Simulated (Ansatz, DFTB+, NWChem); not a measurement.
Loss of H2: C3H3N → C3HN + H2

Gas-phase species: C3H3N (acrylonitrile) `C=CC#N`, singlet; C3HN (cyanoacetylene) `C#CC#N`, singlet; H2 (hydrogen), singlet. This is a balance of energies; it says nothing on the path, which may need atoms to shift.

Shapes, held fixed at every level: PBE0-D4/def2-TZVP. Programs: Ansatz 0.2.0, DFTB+ 25.1, NWChem 7.3.0. A level may come from different programs for different species; with the same settings they agree closely. Electronic energies: no zero-point or thermal term.

| level | kind | ΔE (kJ/mol) |
| --- | --- | --- |
| DFTB1 | semi-empirical | +336.2 |
| HF/STO-3G | Hartree–Fock | +267.0 |
| HF/3-21G | Hartree–Fock | +220.8 |
| HF/def2-SVP | Hartree–Fock | +241.8 |
| B3LYP/6-31G* (spherical functions) | global hybrid | +220.5 |
| PBE0/def2-SVP | global hybrid | +243.9 |

PBE0/def2-SVP gives ΔE = +243.9 kJ/mol; the levels span +220.5 to +336.2. DFTB1 strays far from the other rows. The median of the levels is +242.9. No measured value is set beside it here. PBE0/def2-SVP lies outside the range of the other correlated levels here, so it shouldn't be taken on trust. Rows in sets without polarisation functions are far from converged.
